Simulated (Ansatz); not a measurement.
Species: C$_{3}$H$_{6}$O, SMILES `CC(C)=O` (charge 0, multiplicity 1).

Question: Give a relaxed geometry from B3LYP-D3(BJ)/def2-TZVP in Ansatz (a quantum-chemistry and plane-wave program).

Answer: the end point of this relaxation (outside a Z-matrix the atoms follow the SMILES, hydrogens last).
Z-matrix (Å, degrees):
```
C
O 1 1.2087
C 1 1.5130 2 121.81
H 3 1.0874 1 110.10 2 -3.75
H 3 1.0929 4 110.00 1 121.99
H 3 1.0936 4 109.60 5 117.14
C 1 1.5130 2 121.81 3 179.96
H 7 1.0874 1 110.10 2 -3.74
H 7 1.0929 8 110.00 1 121.98
H 7 1.0935 8 109.60 9 117.14
```
